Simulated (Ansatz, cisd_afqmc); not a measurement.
Species: SiCl4, charge 0, singlet. SiCl4 (tetrachlorosilane, SMILES Cl[Si](Cl)(Cl)Cl).
B3LYP-D3(BJ)/def2-TZVP minimum from Ansatz (an electronic-structure program):
```
Si
Cl 1 2.0325
Cl 1 2.0325 2 109.47
Cl 1 2.0325 2 109.47 3 120.00
Cl 1 2.0325 2 109.47 3 -120.00
```
Charge 0, spin multiplicity 1.

Total energies in cc-pV(T+d)Z, 32 correlated electrons, 25 frozen orbitals. Radicals and triplets start from unrestricted determinants; spin-orbit coupling is neglected. Cores are frozen in correlated methods. No relativity. AFQMC is phaseless with a CISD trial state; ± is one standard error, without the phaseless bias. Outlying blocks are dropped, and bars are widened where a walk drifts. Over all cases where full CI ran beside it in this data, AFQMC minus full CI had a median of +0.1 mEh and passed +0.4 mEh in a tenth of the cases.

```
method         program          energy (Eh)  minus AFQMC/CISD (mEh)
----------  ----------  -------------------  ----------------------
HF              Ansatz          -2127.25066             966.4 ± 0.4
MP2             Ansatz          -2128.11274             104.3 ± 0.4
CCSD            Ansatz          -2128.17231              44.7 ± 0.4
CCSD(T)         Ansatz          -2128.21383               3.2 ± 0.4
AFQMC/CISD  cisd_afqmc  -2128.2170 ± 0.0004                     0.0
```
